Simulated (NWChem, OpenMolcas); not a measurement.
## BH2ClO (SMILES OBCl): methods side by side

BH2ClO: 5 atoms, total charge 0, spin state singlet. SMILES: `OBCl`. Geometry: relaxed at PBE0-D4/def2-TZVP. This is one conformer, not always the lowest.

Each level gives the HOMO–LUMO gap (eV). The values are calculated.

```json
{"level": "HF/def2-SVPD", "kind": "Hartree–Fock", "program": "OpenMolcas", "value (eV)": "14.38", "CPU time": "6.4 s"}
{"level": "SVWN5/def2-SVPD", "kind": "LDA", "program": "NWChem", "value (eV)": "6.13", "CPU time": "17 s"}
{"level": "BLYP/def2-SVPD", "kind": "GGA", "program": "OpenMolcas", "value (eV)": "6.28", "CPU time": "22 s"}
{"level": "PBE/def2-SVPD", "kind": "GGA", "program": "OpenMolcas", "value (eV)": "6.28", "CPU time": "22 s"}
{"level": "TPSS/def2-SVPD", "kind": "meta-GGA", "program": "OpenMolcas", "value (eV)": "6.62", "CPU time": "30 s"}
{"level": "B3LYP/def2-SVPD", "kind": "global hybrid", "program": "NWChem", "value (eV)": "8.23", "CPU time": "25 s"}
{"level": "BHLYP/def2-SVPD", "kind": "global hybrid", "program": "OpenMolcas", "value (eV)": "11.10", "CPU time": "20 s"}
{"level": "PBE0/def2-SVPD", "kind": "global hybrid", "program": "OpenMolcas", "value (eV)": "8.73", "CPU time": "21 s"}
```

The values span 6.13 to 14.38 eV. Orbital gaps aren't excitation energies; they tend to grow with the share of exact exchange. Times are those of the runs behind each value, whatever else they computed, on shared processors of several kinds: orders of magnitude only.
